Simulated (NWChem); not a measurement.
System: ethane (C₂H₆); SMILES CC

NWChem input:

```
start job
memory heap 200 mb stack 900 mb global 1100 mb
geometry units angstroms noautoz
  C      0.000000     0.000000     0.759558
  C      0.000000     0.000000    -0.759558
  H     -0.724029     0.724029     1.165167
  H      0.989042     0.265013     1.165167
  H     -0.265013    -0.989042     1.165167
  H     -0.989042    -0.265013    -1.165167
  H      0.724029    -0.724029    -1.165167
  H      0.265013     0.989042    -1.165167
end
basis spherical
  * library sto-3g
end
dft
  xc xcamb88 1.00 lyp 0.81 vwn_5 0.19 hfexch 1.00
  cam 0.33 cam_alpha 0.19 cam_beta 0.46
  iterations 150
  mulliken
end
task dft gradient
```

NWChem printed, in part:

```
             Northwest Computational Chemistry Package (NWChem) 7.3.0
             --------------------------------------------------------

 D3D symmetry detected

                             Geometry "geometry" -> ""
                             -------------------------

 Output coordinates in angstroms (scale by  1.889725989 to convert to a.u.)

  No.       Tag          Charge          X              Y              Z
 ---- ---------------- ---------- -------------- -------------- --------------
    1 C                    6.0000     0.00000000     0.00000000     0.75955800
    2 C                    6.0000    -0.00000000     0.00000000    -0.75955800
    3 H                    1.0000    -0.72402900     0.72402900     1.16516700
    4 H                    1.0000     0.98904200     0.26501301     1.16516700
    5 H                    1.0000    -0.26501301    -0.98904200     1.16516700
    6 H                    1.0000    -0.98904200    -0.26501301    -1.16516700
    7 H                    1.0000     0.72402900    -0.72402900    -1.16516700
    8 H                    1.0000     0.26501301     0.98904200    -1.16516700

 Effective nuclear repulsion energy (a.u.)      42.1254118575

      Symmetry information
      --------------------

 Group name             D3d
 Group number             33
 Group order              12
 No. of unique centers     2

                                 NWChem DFT Module
                                 -----------------

 Summary of "ao basis" -> "ao basis" (spherical)
 ------------------------------------------------------------------------------
       Tag                 Description            Shells   Functions and Types
 ---------------- ------------------------------  ------  ---------------------
 C                           sto-3g                  3        5   2s1p
 H                           sto-3g                  1        1   1s

      Symmetry analysis of basis
      --------------------------

        a1g         4
        a1u         0
        a2g         0
        a2u         4
        eg          4
        eu          4

  Rotation of axis

            General Information
            -------------------
          SCF calculation type: DFT
          Wavefunction type:  closed shell.
          No. of atoms     :     8
          No. of electrons :    18
           Alpha electrons :     9
            Beta electrons :     9
          Charge           :     0
          Spin multiplicity:     1
          Use of symmetry is: on ; symmetry adaption is: on
          Maximum number of iterations: 150
          AO basis - number of functions:    16
                     number of shells:    12
          Convergence on energy requested:  1.00D-06
          Convergence on density requested:  1.00D-05
          Convergence on gradient requested:  5.00D-04

              XC Information
              --------------
                     Hartree-Fock (Exact) Exchange  1.000
                   CAM-Becke88 Exchange Functional  1.000
                      VWN V Correlation Functional  0.190 local
              Lee-Yang-Parr Correlation Functional  0.810

           Range-Separation Parameters
           ---------------------------
           Alpha           :  0.19
           Beta            :  0.46
           Gamma           :  0.33
           Short-Range HF  :     F

             Grid Information
             ----------------
          Grid used for XC integration:  medium
          Radial quadrature: Mura-Knowles
          Angular quadrature: Lebedev.
          Tag              B.-S. Rad. Rad. Pts. Rad. Cut. Ang. Pts.
          ---              ---------- --------- --------- ---------
          C                   0.70       49           7.0       434
          H                   0.35       45           8.0       434
          Grid pruning is: on
          Number of quadrature shells:    94
          Spatial weights used:  Erf1

      Superposition of Atomic Density Guess
      -------------------------------------

 Sum of atomic energies:         -77.15597775

      Non-variational initial energy
      ------------------------------

 Total energy =     -77.519515
 1-e energy   =    -187.754208
 2-e energy   =      68.109281
 HOMO         =      -0.293412
 LUMO         =       0.575499

      Symmetry analysis of molecular orbitals - initial
      -------------------------------------------------

  Numbering of irreducible representations:

     1 a1g         2 a1u         3 a2g         4 a2u         5 eg
     6 eu

  Orbital symmetries:

     1 a1g         2 a2u         3 a1g         4 a2u         5 eu
     6 eu          7 a1g         8 eg          9 eg         10 eu
    11 eu         12 a1g        13 a2u        14 a2u        15 eg
    16 eg

     ---------------------------------------------
      Total Density - Mulliken Population Analysis
     ---------------------------------------------

    Atom       Charge   Shell Charges
 -----------   ------   -------------------------------------------------------
    1 C    6     6.12   1.99  1.29  2.83
    2 C    6     6.12   1.99  1.29  2.83
    3 H    1     0.96   0.96
    4 H    1     0.96   0.96
    5 H    1     0.96   0.96
    6 H    1     0.96   0.96
    7 H    1     0.96   0.96
    8 H    1     0.96   0.96

   convergence    iter        energy       DeltaE   RMS-Dens  Diis-err
 ---------------- ----- ----------------- --------- --------- ---------
 d= 0,ls=0.0,diis     1    -78.8069073071 -1.21D+02  2.47D-02  1.02D-01
 d= 0,ls=0.0,diis     2    -78.8218260592 -1.49D-02  8.19D-03  1.17D-02
 d= 0,ls=0.0,diis     3    -78.8234305487 -1.60D-03  2.18D-03  1.21D-03
 d= 0,ls=0.0,diis     4    -78.8236393045 -2.09D-04  1.39D-04  2.24D-06
 d= 0,ls=0.0,diis     5    -78.8236397666 -4.62D-07  1.01D-06  1.11D-10

         Total DFT energy =      -78.823639766594
      One electron energy =     -188.319182081466
           Coulomb energy =       80.410590938291
    Exchange-Corr. energy =      -13.040460480964
 Nuclear repulsion energy =       42.125411857545

 Numeric. integr. density =       17.999996572708

                  Occupations of the irreducible representations
                  ----------------------------------------------

                     irrep           alpha         beta
                     --------     --------     --------
                     a1g               3.0          3.0
                     a1u               0.0          0.0
                     a2g               0.0          0.0
                     a2u               2.0          2.0
                     eg                2.0          2.0
                     eu                2.0          2.0

                       DFT Final Molecular Orbital Analysis
                       ------------------------------------

 Vector    7  Occ=2.000000D+00  E=-3.945341D-01  Symmetry=a1g
              MO Center=  1.1D-16, -6.5D-17, -2.9D-16, r^2= 1.5D+00
   Bfn.  Coefficient  Atom+Function         Bfn.  Coefficient  Atom+Function
  ----- ------------  ---------------      ----- ------------  ---------------
     5      0.538597  1 C  pz                10     -0.538597  2 C  pz
    11      0.143998  3 H  s                 12      0.143998  4 H  s
    13      0.143998  5 H  s                 14      0.143998  6 H  s
    15      0.143998  7 H  s                 16      0.143998  8 H  s
     2     -0.083837  1 C  s                  7     -0.083837  2 C  s

 Vector    8  Occ=2.000000D+00  E=-3.672188D-01  Symmetry=eg
              MO Center= -1.3D-16,  2.2D-17, -3.1D-17, r^2= 2.3D+00
   Bfn.  Coefficient  Atom+Function         Bfn.  Coefficient  Atom+Function
  ----- ------------  ---------------      ----- ------------  ---------------
     3      0.404260  1 C  px                 8     -0.404260  2 C  px
    12      0.353680  4 H  s                 14      0.353680  6 H  s
    11     -0.317615  3 H  s                 15     -0.317615  7 H  s
     4     -0.068984  1 C  py                 9      0.068984  2 C  py
    13     -0.036065  5 H  s                 16     -0.036065  8 H  s

 Vector    9  Occ=2.000000D+00  E=-3.672188D-01  Symmetry=eg
              MO Center=  1.1D-17,  1.1D-16, -1.7D-16, r^2= 2.3D+00
   Bfn.  Coefficient  Atom+Function         Bfn.  Coefficient  Atom+Function
  ----- ------------  ---------------      ----- ------------  ---------------
     4      0.404260  1 C  py                 9     -0.404260  2 C  py
    13     -0.387573  5 H  s                 16     -0.387573  8 H  s
    11      0.225019  3 H  s                 15      0.225019  7 H  s
    12      0.162553  4 H  s                 14      0.162553  6 H  s
     3      0.068984  1 C  px                 8     -0.068984  2 C  px

[...]

                         DFT ENERGY GRADIENTS

    atom               coordinates                        gradient
                 x          y          z           x          y          z
   1 C       0.000000   0.000000   1.435356    0.000000  -0.000000  -0.023781
   2 C      -0.000000   0.000000  -1.435356    0.000000   0.000000   0.023781
   3 H      -1.368216   1.368216   2.201846   -0.001389   0.001389   0.002841
   4 H       1.869018   0.500802   2.201846    0.001898   0.000509   0.002841
   5 H      -0.500802  -1.869018   2.201846   -0.000509  -0.001898   0.002841
   6 H      -1.869018  -0.500802  -2.201846   -0.001898  -0.000509  -0.002841
   7 H       1.368216  -1.368216  -2.201846    0.001389  -0.001389  -0.002841
   8 H       0.500802   1.869018  -2.201846    0.000509   0.001898  -0.002841
```

Level: CAM-B3LYP/STO-3G. The geometry was optimised at PBE0/def2-SVP.
